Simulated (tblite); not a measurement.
C5H9P.
Structure used (GFN2-xTB), in Å, numbered top down from 1:
```xyz
15
C5H9P angstrom
C      3.1926   -0.4123   -0.7921
C      2.1920    0.2431   -0.6647
P      0.8505    1.3560   -0.3880
C     -0.3930    0.1365    0.3193
C     -0.5528   -1.1142   -0.5365
C     -1.7250    0.8617    0.4968
H      4.0379   -1.0220   -0.9292
H      0.3727    1.2669   -1.7086
H     -0.0100   -0.1516    1.3077
H     -0.9186   -0.8559   -1.5296
H      0.3977   -1.6329   -0.6450
H     -1.2682   -1.7940   -0.0752
H     -1.6061    1.7421    1.1263
H     -2.1162    1.1816   -0.4686
H     -2.4578    0.2030    0.9599
```

All values are computed: GFN2-xTB (tblite) harmonic vibrations without scaling, gas phase. This tight-binding method is rough: wavenumbers can miss measured ones by several per cent, in bad cases by 10 to 20. Modes of hydrogen on phosphorus can be 10 to 20 % off. One conformer, not necessarily the lowest.

Harmonic wavenumbers (cm⁻¹): 53.7, 112.9, 203.2, 222.9, 239.2, 257.3, 308.8, 358.6, 400.7, 625.2, 641.5, 665.1, 686.8, 819.8, 860.6, 927.4, 941.4, 981.8, 1068.0, 1133.8, 1167.9, 1248.9, 1296.1, 1407.1, 1419.2, 1489.6, 1493.3, 1500.2, 1501.5, 2188.3, 2199.4, 2896.8, 3006.6, 3008.6, 3012.9, 3018.3, 3024.3, 3033.0, 3366.3.

A = 5256, B = 1847, C = 1469 MHz; mass 100.044 u (most abundant isotopes); point group C1, symmetry number 1.

Q: Zero-point energy?

A: ½Σν̃ = 26394 cm⁻¹ = 315.74 kJ/mol.

Q: Entropy at 400 K, 1 bar (ideal gas, RRHO, classical rotation)?

A: Translation 172.40, rotation 118.78, vibration 122.57: S = 413.8 J/(mol K).

Q: And Cp and H(400 K) − H(0)?

A: Cp = 161.49 J/(mol K), of which vibrations give 128.23 (their classical limit is 39 R = 324.3); H(400 K) − H(0) = 39.58 kJ/mol without the zero-point energy, 26.27 from vibrations.

Q: Which modes carry the vibrational entropy at 400 K?

A: 53.7 cm⁻¹: 22.00; 112.9 cm⁻¹: 15.86; 203.2 cm⁻¹: 11.10; 222.9 cm⁻¹: 10.37; 239.2 cm⁻¹: 9.82; 257.3 cm⁻¹: 9.25 J/(mol K); the other 33 give 44.17 together.

Q: Blend soft modes into free rotors: weight 1/[1 + (100 cm⁻¹/ν̃)⁴] for the oscillator and the rest for a rotor with moment μB/(μ + B), μ = h/(8π²ν), B = 10⁻⁴⁴ kg m². What vibrational entropy results?

A: 115.53 J/(mol K) in place of 122.57, which changes −T·S at 400 K by +2.82 kJ/mol.

Hindered rotation and anharmonicity are outside this model. Other conformers, if any are populated, would add a mixing term that is left out. The structure is chiral; the term R ln 2 for an equal mix with its mirror image is left out.

The run took 0.31 s wall on one thread of an Arm Neoverse V2, shared host with 96 logical CPUs at a one-minute load of 40. The figure is for the frequency step alone.
